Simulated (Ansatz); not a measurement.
# Worked example: correlation energy of [GeH3···H···H], doublet

Geometry: a point of a hydrogen-transfer path between rigid fragments, not a stationary point.

| atom | x (Å) | y (Å) | z (Å) |
| --- | --- | --- | --- |
| Ge | -0.0378 | 0.0000 | 0.0000 |
| H | -0.5492 | 1.4466 | 0.0000 |
| H | -0.5492 | -0.7233 | 1.2528 |
| H | -0.5492 | -0.7233 | -1.2528 |
| H | 1.8122 | 0.0000 | 0.0000 |
| H | 2.5572 | 0.0000 | 0.0000 |

Basis cc-pVDZ; Ansatz 0.2.0. Correlated methods freeze the noble-gas cores and the filled d shells of p-block atoms, which leaves 9 electrons in 38 orbitals. Prefix R: restricted or restricted open-shell reference; prefix U: unrestricted. No spin–orbit coupling is included, and no scalar relativity.

Full CI isn't at hand for all of this; UCCSDT(Q) serves as the reference, and is uncertain by about the last step of the cluster series.

Runs differ by some tens of microhartree through their thresholds and, for an open shell, their frozen cores, so steps under 0.03 kcal/mol mean nothing.

```json
{"level": "UHF", "total energy (hartree)": "-2078.127121"}
{"level": "UMP2", "total energy (hartree)": "-2078.250808"}
{"level": "UCCSD", "total energy (hartree)": "-2078.284498"}
{"level": "UCCSD(T)", "total energy (hartree)": "-2078.287182"}
{"level": "UCCSDT", "total energy (hartree)": "-2078.287860"}
{"level": "UCCSDT(Q)", "total energy (hartree)": "-2078.287930"}
```

Problem. What is the correlation energy at UCCSDT(Q), and what share of it do UMP2 and UCCSD recover?

Solution. E(corr) = -2078.287930 − (-2078.127121) = -0.160809 hartree = -4.376 eV. UMP2: -0.123687 / -0.160809 = 76.92 %. UCCSD: -0.157377 / -0.160809 = 97.87 %.

Problem. By how many kcal/mol does UCCSD(T) miss UCCSDT(Q) (1 hartree = 627.509 kcal/mol), and which steps make up the rest?

Solution. -2078.287182 − (-2078.287930) = 0.000748 hartree = 0.47 kcal/mol. Steps: UCCSDT − UCCSD(T) = -0.43, UCCSDT(Q) − UCCSDT = -0.04 kcal/mol. That is within 1 kcal/mol of the reference in this basis, which itself misses far more of the correlation at the basis-set limit.
